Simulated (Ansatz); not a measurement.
# Al₂HO (doublet): wave-function methods side by side, cc-pVDZ

An exercise on one series of results from a longer session: the logs are not shown, and one member is left open.

Computed with Ansatz 0.2.0, Gaussian basis. Level: cc-pVDZ, core rule «outside noble gas», up to 11 orbitals frozen.

Plan: UHF; CCSD(T) on ROHF; CCSD(T) on UHF; BCCD(T) on ROHF; CISD; CCSDT(Q) on ROHF; CCSDT(Q) on UHF; CASSCF and MRCISD+Q, 9 electrons in 9 orbitals; CASSCF and NEVPT2, 9 electrons in 9 orbitals.

24 further runs of the same task are left out: 9 that didn't finish, 15 set aside as unsound or not needed.

### What is computed

The geometry is a PBE0/def2-TZVP stationary point (not a proven minimum) of the parent state, kept for this charge and spin.

4 atoms, charge 0, spin multiplicity 2.

Atoms are counted from 1 here; the program's logs count them from 0.

Bond lengths: Al1–Al2 2.344 Å, Al2–O3 1.647 Å, O3–H4 0.946 Å. Angles: Al1–Al2–O3 180.0°, Al2–O3–H4 180.0°.

The first run:

Contents of in.yaml:

```yaml
crystal:
  periodic: [false, false, false]
  atoms:
    - {symbol: Al, position_ang: [0.000000, 0.000000, -2.818500]}
    - {symbol: Al, position_ang: [0.000000, 0.000000, -0.474100]}
    - {symbol: O, position_ang: [0.000000, 0.000000, 1.173400]}
    - {symbol: H, position_ang: [0.000000, 0.000000, 2.119200]}
basis:
  gaussian: {orbitals: cc-pVDZ}
magnetization: {spin_polarized: true, initial_magnetization: 1}
hamiltonian: {xc: hf}
output: {orbitals: {seedname: orbitals}}
```

Launch:

```bash
> ansatz run in.yaml --threads 1 --pin off --events-out ev --progress --plain --max-ram 2393MiB
```

Among the steps run: UHF; CCSD(T) on ROHF; CCSD(T) on UHF; BCCD(T) on ROHF; CISD; CCSDT(Q) on ROHF; CCSDT(Q) on UHF; CASSCF and MRCISD+Q, 9 electrons in 9 orbitals; CASSCF and NEVPT2, 9 electrons in 9 orbitals.

One table of the session follows, with a row left open; its other results are not shown here.

| method | from UCCSDT(Q) (kcal/mol) |
| --- | --- |
| ROHF | +201.09 |
| UHF | ? |
| RMP2 | +24.82 |
| UMP2 | +28.90 |
| CISD | +27.75 |
| RCCSD | +6.89 |
| UCCSD | +7.37 |
| RCCSD(T) | +1.45 |
| UCCSD(T) | +1.76 |
| BCCD(T) | +1.38 |
| RCCSDT | +0.63 |
| UCCSDT | +0.68 |
| RCCSDT(Q) | +0.05 |
| UCCSDT(Q) | 0 |
| CASSCF frontier | +120.41 |
| MRCISD frontier | +13.60 |
| MRCISD+Q frontier | +1.62 |

**Question.** Estimate the row for UHF.

As computed: from UCCSDT(Q) (kcal/mol): +196.74. In the column «from UCCSDT(Q) (kcal/mol)» it lies between CASSCF frontier (+120.41) and ROHF (+201.09).

Not comparable, so not listed: CASSCF and NEVPT2, 9 electrons in 9 orbitals (they don't share determinant, frozen orbitals or solution with the rows shown, or repeat one).

To keep in mind: The determinant is far from a pure spin state, so its energy mixes those of several spin states (harmless only where they are near-degenerate, as at dissociation). Restricted and unrestricted rows rest on different reference determinants; where their highest levels disagree by more than a few hundredths of an eV, they describe different states and don't form one ladder. Warnings in the runs' records: passed over end.
